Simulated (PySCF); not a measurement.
hydrogen isocyanide (CHN), SMILES [C-]#[NH+].

Geometry optimised at B3LYP-D3(BJ)/def2-TZVPD.

Lowest vertical singlet excitation by several levels in PySCF, with rough processor times relative to the cheapest run on one machine. Each run also gave further roots (ADC and EOM-CCSD ionised and attached states too); roots are paired by order and the bases differ. EOM-CCSD serves as a yardstick, not as the true value; all levels that ended soundly for this molecule are listed, with differences from unrounded values.

```json
[
 {"level": "TDA-PBE/def2-TZVPD", "relative cost": "1"},
 {"level": "TDA-LC-ωPBE/def2-TZVPD", "relative cost": "2"},
 {"level": "TDA-ωB97X/def2-TZVPD", "relative cost": "2"},
 {"level": "EOM-CCSD/aug-cc-pVDZ", "relative cost": "4"}
]
```

Computed S1 at each level and its distance from EOM-CCSD:
| level | S1 (eV) | S1 minus EOM-CCSD (eV) |
|---|---|---|
| TDA-PBE/def2-TZVPD | 7.38 | -0.95 |
| TDA-LC-ωPBE/def2-TZVPD | 8.52 | 0.19 |
| TDA-ωB97X/def2-TZVPD | 8.51 | 0.18 |
| EOM-CCSD/aug-cc-pVDZ | 8.33 | 0.00 |
